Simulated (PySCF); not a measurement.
Molecule: SMILES C(C)C(C)=O, C$_{4}$H$_{8}$O.

Geometry (Å), atoms numbered from 1 in this order:
```xyz
13

C    -1.821   -0.125    0.840
C    -0.446   -0.555    0.374
C     0.490    0.606    0.101
C     1.896    0.252   -0.322
O     0.129    1.753    0.213
H    -2.464   -0.995    1.036
H    -1.755    0.472    1.762
H    -2.311    0.507    0.085
H    -0.503   -1.155   -0.552
H     0.044   -1.219    1.108
H     2.390   -0.351    0.456
H     1.880   -0.359   -1.238
H     2.471    1.169   -0.500
```

Spin–spin couplings on one PBE0-D3(BJ)/def2-SVP geometry, PySCF, gas phase, non-relativistic, equivalent pairs averaged (without the spin–dipole term); isotopes $^{1}$H, $^{13}$C; functional B3LYP.

Reference values (Hz): $^{3}J$(H9,H6) = 7.4 (measured; liquid or solution (compiled); DeVience et al., arXiv:2103.01289 (literature column, mostly SDBS)); $^{2}J$(C4,C2) = 15.2 (measured; liquid or solution; F. J. Weigert, PhD thesis, Caltech 1968 (Carbon-13 magnetic resonance spectroscopy)).

Question: How do the couplings (Hz) change with the basis set? Times are CPU seconds on shared hosts with different chips, so compare them loosely. Far from the basis limit: 6-31G*, pcJ-0, 6-31G-J, def2-TZVP, cc-pVTZ.

Answer: 
| basis set | functions | $^{3}J$(H9,H6) | $^{2}J$(C4,C2) | mean abs. error | core-s |
| --- | --- | --- | --- | --- | --- |
| 6-31G* | 86 | 6.4 | 14.8 | 0.7 | 5.4 |
| pcJ-0 | 89 | 7.3 | 12.4 | 1.4 | 5.1 |
| 6-31G-J | 92 | 8.0 | 17.5 | 1.5 | 5.5 |
| def2-TZVP | 203 | 6.7 | 18.6 | 2.0 | 19 |
| pcJ-1 | 215 | 8.1 | 17.4 | 1.4 | 14 |
| cc-pVTZ | 262 | 6.8 | 15.7 | 0.5 | 27 |

Errors compare magnitudes, without vibrational corrections, and the largest couplings weigh most in the mean. Closest: cc-pVTZ and 6-31G*, practically level; furthest: def2-TZVP.

The Fermi-contact term samples the wavefunction at the nucleus, which is why sets with added tight s functions (names with J) are made for couplings. Agreement of an ordinary basis with the reference is then largely a cancellation of errors.
